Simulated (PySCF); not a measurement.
Excitations are Tamm–Dancoff values on a coarser integration grid. The basis has no diffuse functions, so Rydberg states are missing or too high.

**C$_{4}$H$_{8}$, SMILES `CC1CC1` (charge 0, multiplicity 1)**

These are TPSSh-D3(BJ)/def2-TZVP in PySCF values and carry that method's errors.

```
Item                                                   Result
----------------------  -------------------------------------
HOMO                                                 -7.15 eV
dipole moment                                          0.13 D
HOMO–LUMO gap                                         8.48 eV
LUMO                                                  1.33 eV
S1 excitation (TDA)                                   7.97 eV
S1 oscillator strength                                  0.019
T1 excitation (TDA)                                   7.77 eV
S1–T1 gap (TDA)                                       0.21 eV
total energy                                     -157.2937 Ha
cost                    about 5 core-minutes (a rough figure)
```

```xyz
12

C      1.4615    -0.1445     0.1475
C      0.0210     0.0651     0.5446
C     -1.0727    -0.6658    -0.1843
C     -0.9066     0.8211    -0.3664
H      1.5449    -0.2864    -0.9339
H      2.0783     0.7172     0.4193
H      1.8833    -1.0292     0.6335
H     -0.1417     0.2134     1.6076
H     -1.9267    -1.0188     0.3802
H     -0.7821    -1.3101    -1.0061
H     -0.5050     1.1719    -1.3099
H     -1.6481     1.4753     0.0749
```
Charge 0, spin multiplicity 1.
